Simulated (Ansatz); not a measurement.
# BH3NO radical: a ladder of functionals and wavefunction methods

The task here is to estimate one member of a computed series from the others.

Method: functionals in def2-TZVPP, the program's frozen cores in correlated methods; program: Ansatz 0.2.0, Gaussian basis.

Levels to be run: PBE-D4, r2SCAN-D4, PBE0-D4, B3LYP-D4, ωB97X-V, ωB97M-V, B2PLYP; CCSD(T)/def2-TZVPP; CCSD(T)/def2-QZVPP; extrapolation to the limit.

## Structure used throughout

The geometry comes from an earlier relaxation with PBE0-D4 in a triple-zeta def2 set; it is a stationary point.

SMILES `N[B]O`, 6 atoms, charge 0, spin multiplicity 2.

Atoms are counted from 1 here; the program's logs count them from 0.

Bond lengths: N1–B2 1.390 Å, N1–H4 1.002 Å, N1–H5 1.010 Å, B2–O3 1.359 Å, O3–H6 0.958 Å. Angles: B2–N1–H4 122.8°, B2–N1–H5 122.6°, H4–N1–H5 114.6°, N1–B2–O3 122.6°, B2–O3–H6 113.3°.

Set-up of the first run:

in.yaml reads:

```yaml
crystal:
  periodic: [false, false, false]
  atoms:
    - {symbol: N, position_ang: [-0.302099, -0.435006, -0.827413]}
    - {symbol: B, position_ang: [-0.251432, 0.499301, 0.200210]}
    - {symbol: O, position_ang: [0.636796, 0.413598, 1.224735]}
    - {symbol: H, position_ang: [-0.956370, -0.374348, -1.584474]}
    - {symbol: H, position_ang: [0.318452, -1.230587, -0.871106]}
    - {symbol: H, position_ang: [0.554663, 1.127043, 1.858059]}
basis:
  gaussian: {orbitals: def2-TZVPP}
magnetization: {spin_polarized: true, initial_magnetization: 1}
hamiltonian: {xc: pbe, dispersion: d4}
output: {forces: true, orbitals: {seedname: orbitals}}
```

Launch:

```
$ ansatz run in.yaml --threads 2 --pin off --events-out ev --progress --plain --max-ram 32768MiB --backend cpu
```

Among the steps run: PBE-D4 (GGA); r2SCAN-D4 (meta-GGA); PBE0-D4 (hybrid); B3LYP-D4 (hybrid); ωB97X-V (range-separated); ωB97M-V (range-separated); B2PLYP (double hybrid); CCSD(T) in def2-TZVPP; CCSD(T) in def2-QZVPP.

One of the session's tables, all rows but one given; the rest of the session is left out.

| method | atomisation energy (kJ/mol) |
| --- | --- |
| PBE-D4 | 2320.6 |
| r2SCAN-D4 | 2265.3 |
| PBE0-D4 | 2255.1 |
| B3LYP-D4 | 2261.4 |
| ωB97X-V | 2243.4 |
| ωB97M-V | 2253.8 |
| B2PLYP | ? |
| HF/def2-TZVPP | 1578.2 |
| MP2/def2-TZVPP | 2229.5 |
| CCSD/def2-TZVPP | 2129.8 |
| CCSD(T)/def2-TZVPP | 2165.7 |
| MP2/CBS | 2299.0 |
| CCSD(T)/CBS | 2234.3 |

Q: Estimate the row for B2PLYP from the others.

As computed: atomisation energy (kJ/mol): 2234.1. In the column «atomisation energy (kJ/mol)» it lies between MP2/def2-TZVPP (2229.5) and CCSD(T)/CBS (2234.3).
